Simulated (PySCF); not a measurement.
Gas-phase reaction: 2 Si(NH2)4 ⇌ 2 H2SiNH + 4 H + 3 N2H2

Energies from PySCF, thermal terms from the rigid-rotor harmonic-oscillator model, ideal gas at 1 bar. † marks an energy on the PBE0/def2-TZVP geometry and frequencies; other levels use their own. MP2 freezes the core. 6-31G* has spherical d functions here. Open shells (unrestricted): H (multiplicity 2); the rest are closed-shell singlets. B3LYP is the form with VWN-RPA correlation. Si(NH2)4, H2SiNH: computed as isolated molecules; such fragments, hydroxides, amides, oligomers or adducts are transient or little studied in the gas. MP2 isn't extrapolated to the basis-set limit; its ΔH°(298 K) is 2345.6 kJ in def2-SVP and 2543.7 kJ in def2-TZVPP. The harmonic model lacks anharmonicity and excited electronic states, which grow with temperature; levels with a mode under 35 cm⁻¹ are left out. Internal rotation in Si(NH2)4 is treated as a harmonic vibration of one conformer, which makes the entropy rough.

```tsv
level	ΔE electronic, kJ	ΔH°(298 K), kJ	ΔS°(298 K), J/K	ΔG°(1200 K), kJ
B3LYP/6-31G*	2484	2332	935	1219
B3LYP/def2-TZVP†	2591	2439	932	1331
HF/6-31G*	2371	2219	941	1099
M06-2X/def2-TZVP†	2740	2588	932	1480
MP2/def2-TZVPP†	2696	2544	932	1436
PBE/def2-SVP	2456	2308	923	1213
PBE0/def2-TZVP	2656	2504	932	1396
ωB97M-V/def2-TZVP†	2691	2539	932	1431
ωB97X-V/def2-TZVP†	2681	2529	932	1422
```
ΔH° is lowest at HF/6-31G* and highest at M06-2X/def2-TZVP†. No reference value is set beside these.
